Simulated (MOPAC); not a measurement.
Job for MOPAC: PM7 on OH (SMILES [OH]), 2S+1 = 2.

```
PM7 1SCF PRECISE CHARGE=0 UHF MS=0.5 THREADS=1
HO

O      0.00000000 1     0.00000000 1     0.00000000 1
H      0.96889819 1     0.00000000 1     0.00000000 1
```

Program output:

```
*******************************************************************************
 **                                                                           **
 **                              MOPAC v23.2.5                                **
 **                                                                           **
 *******************************************************************************
 ** MOPAC's Digital Object Identifier: https://doi.org/10.5281/zenodo.6511958 **
 **                                                                           **
 ** Please cite the open-source release paper for use of this MOPAC version:  **
 ** J. E. Moussa and J. J. P. Stewart (2026)                                  **
 ** MOPAC: An open-source semiempirical molecular orbital program             **
 ** J. Open Source Softw., 11(119), 8025, https://doi.org/10.21105/joss.08025 **
 *******************************************************************************

                              PM7 CALCULATION RESULTS

 *******************************************************************************
 *  PM7        - The PM7 Hamiltonian to be used
 *  UHF        - UNRESTRICTED HARTREE-FOCK CALCULATION
 *
 *
 *
 *                 CHARGE ON SYSTEM = 0
 *
 *
 *
 *  MS=        - IN MECI, MAGNETIC COMPONENT OF SPIN =  0.5
 *  PRECISE    - TIGHTER CRITERIA TO BE USED
 *  1SCF       - DO 1 SCF AND THEN STOP
 *  THREADS=1  - MULTI-THREADING NOT USED
 *  T=         - A TIME OF 172800.0 SECONDS REQUESTED
 *  DUMP=N     - RESTART FILE WRITTEN EVERY 7200.0 SECONDS REQUESTED
 *******************************************************************************
PM7 1SCF PRECISE CHARGE=0 UHF MS=0.5 THREADS=1
 HO

   ATOM   CHEMICAL          X               Y               Z
  NUMBER   SYMBOL      (ANGSTROMS)     (ANGSTROMS)     (ANGSTROMS)

     1       O          0.00000000  *   0.00000000  *   0.00000000  *
     2       H          0.96889819  *   0.00000000  *   0.00000000  *



          CARTESIAN COORDINATES

    NO.       ATOM           X           Y           Z

     1         O          0.0000      0.0000      0.0000
     2         H          0.9689      0.0000      0.0000

 General Reference for PM7:
 "Optimization of Parameters for Semiempirical Methods VI: More Modifications to the
 NDDO Approximations and Re-optimization of Parameters", J. J. P. Stewart, J. Mol. Mod., 1:32, 19 (2013)
 https://link.springer.com/article/10.1007/s00894-012-1667-x

           Empirical Formula: H O  =     2 atoms



      MOLECULAR POINT GROUP   :   C*v


          UHF CALCULATION, NO. OF ALPHA ELECTRONS =    4
                           NO. OF BETA  ELECTRONS =    3

 -------------------------------------------------------------------------------
 PM7 1SCF PRECISE CHARGE=0 UHF MS=0.5 THREADS=1
 HO



     1SCF WAS SPECIFIED, SO BFGS WAS NOT USED
     SCF FIELD WAS ACHIEVED


                              PM7 CALCULATION
                                                       MOPAC v23.2.5 Linux




          FINAL HEAT OF FORMATION =          7.25929 KCAL/MOL =      30.37287 KJ/MOL


          COSMO AREA              =         39.79 SQUARE ANGSTROMS
          COSMO VOLUME            =         23.23 CUBIC ANGSTROMS

          IONIZATION POTENTIAL    =         11.171742 EV
          ALPHA SOMO LUMO (EV)    =        -12.230  4.510
          BETA  SOMO LUMO (EV)    =        -11.172 -1.624
          NO. OF ALPHA ELECTRONS  =          4
          NO. OF BETA  ELECTRONS  =          3
          MOLECULAR WEIGHT        =         17.0073         POINT GROUP:  C*v

          MOLECULAR DIMENSIONS (Angstroms)

            Atom       Atom       Distance
            H     2    O     1     0.96890
            H     2    O     1     0.00000
            O     1    H     2     0.00000


          SCF CALCULATIONS        =          1





   ATOM   CHEMICAL          X               Y               Z
  NUMBER   SYMBOL      (ANGSTROMS)     (ANGSTROMS)     (ANGSTROMS)

     1       O          0.00000000  *   0.00000000  *   0.00000000  *
     2       H          0.96889819  *   0.00000000  *   0.00000000  *

                             CARTESIAN COORDINATES

   1    O        0.000000000     0.000000000     0.000000000
   2    H        0.968898190     0.000000000     0.000000000


           Empirical Formula: H O  =     2 atoms



      MOLECULAR POINT GROUP   :   C*v


          ALPHA EIGENVALUES
 -30.73355 -16.34633 -14.13395 -12.23032   4.50958


           BETA EIGENVALUES
 -26.24736 -15.19292 -11.17174  -1.62385   5.04111


              NET ATOMIC CHARGES AND DIPOLE CONTRIBUTIONS

  ATOM NO.   TYPE          CHARGE      No. of ELECS.   s-Pop       p-Pop
    1          O          -0.251508        6.2515     1.93195     4.31956
    2          H           0.251508        0.7485     0.74849
 DIPOLE           X         Y         Z       TOTAL
 POINT-CHG.     1.170     0.000     0.000     1.170
 HYBRID         0.223    -0.000     0.000     0.223
 SUM            1.394    -0.000     0.000     1.394


          ATOMIC ORBITAL ELECTRON POPULATIONS

     Atom    s        px        py        pz
    1  O   1.93195   1.31956   2.00000   1.00000
    2  H   0.74849


                    (SZ)    =    0.500000
                    (S**2)  =    0.753309


          ATOMIC ORBITAL SPIN POPULATIONS

    Atom   Total    s     px     py     pz
         Atomic
    1  O  1.0461  0.015  0.031  0.000  1.000
    2  H -0.0461 -0.046

 **********************
 *                    *
 * JOB ENDED NORMALLY *
 *                    *
 **********************




 == MOPAC DONE ==
```

The run finished.

Cost: around 0.010 core-seconds (rough).
